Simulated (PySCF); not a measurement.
# ClH2MgN: the cost of one run

Computed with PySCF 2.14.0; each step states its level. No surroundings beyond the atoms listed, unless a continuum is named. Atoms count from 0, parts from 1.

### 1 The system as given

5 atoms, charge 0, multiplicity 1; geometry: GFN2-xTB. Parts: 1 = atoms 0–1, `[Mg+][Cl]`, charge 1; 2 = atoms 2–4, `[NH2-]`, charge -1.

### 2 Relaxing the molecule at PBE0-D3(BJ)/def2-SVPD

The job: settings as JSON, then the geometry in Å.

```
{"job": {"xc": "PBE0", "basis": "def2-SVPD", "d3": "d3bj", "grid": 2, "kind": "geom"}, "charge": 0, "multiplicity": 1, "parts": [{"atoms": "0-1", "charge": 1, "multiplicity": 1}, {"atoms": "2-4", "charge": -1, "multiplicity": 1}]}
Mg     0.095031    -0.410976     1.447055
Cl    -0.339680     0.115676    -0.575969
N     -0.924216    -1.200043     2.834565
H     -1.864601    -1.430880     2.527566
H     -0.549211    -2.046629     3.248293
```

Run with:

```bash
OMP_NUM_THREADS=1 python cluster_run.py task.json out
```

One launch serves the whole session: the jobs run in the order shown.

**Question.** How long does this first job take on 1 thread of Intel Xeon 6975P-C, shared host, and how much memory does it need?

About 15 s, with a peak of 0.4 GiB.
